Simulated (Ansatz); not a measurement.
Ansatz (a first-principles code) input:

Ansatz 0.2 input:
```yaml
crystal:
  periodic: [false, false, false]
  atoms:
    - {symbol: C, position_ang: [-0.00226556, 0.74468015, -0.37592749]}
    - {symbol: O, position_ang: [0.04576652, 0.09443684, 0.82068210]}
    - {symbol: C, position_ang: [0.04828699, -0.69904179, -0.41916867]}
    - {symbol: H, position_ang: [-0.78219807, 1.46229338, -0.61082909]}
    - {symbol: H, position_ang: [-0.84845617, -1.29597784, -0.55285518]}
    - {symbol: H, position_ang: [0.98839347, -1.19564042, -0.63119565]}
basis:
  gaussian:
    orbitals: aug-cc-pVDZ
magnetization: {spin_polarized: true, initial_magnetization: 1}
correlation: {method: ccsd_t, electrons: outside_noble_gas}
output: {forces: true}
```

Problem. Predict the final energy.

Solution. -152.74685 Eh (CCSD(T)/aug-cc-pVDZ). The basis has 96 functions.

It need not be the lowest isomer of its formula.
